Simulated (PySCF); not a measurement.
**BO⁺, CCSD: how much the basis matters**

PySCF, RHF reference; singlet, unpaired electrons none; De to B⁺ + O without counterpoise correction. Frozen cores follow the default of each basis and core potential.

| basis | relativity | functions | Re (Å) | ωe (cm⁻¹) | De (eV) | frozen orbitals |
| --- | --- | --- | --- | --- | --- | --- |
| cc-pVDZ | no relativity | 28 | 1.206 | 1882 | 2.57 | 2 |
| def2-SVPD | no relativity | 43 | 1.198 | 1948 | 2.99 | 2 |
| def2-TZVPPD | no relativity | 77 | 1.195 | 1926 | 2.92 | 2 |

Question: How does each smaller set differ from the one with most functions, def2-TZVPPD?

Answer: cc-pVDZ: +1.1 pm, -2.3 % in ωe, -0.35 eV in De; def2-SVPD: +0.3 pm, +1.1 % in ωe, +0.07 eV in De. All at CCSD; the set with most functions is neither the basis-set limit nor always the best.

Correlated steps freeze 2 core orbitals. Correlated levels converge slowly with the basis: in double zeta they bind strong bonds too weakly, by up to about 1 eV, and carry superposition errors of some tenths. For an ion De counts to the pair picked by the measured ionisation energies or electron affinities, which need not be the lowest pair at this level. Where the molecule has an RHF reference, its open-shell atoms are computed with UHF. The CCSD T1 diagnostic is raised in BO⁺, a sign that a single reference may not be enough there.
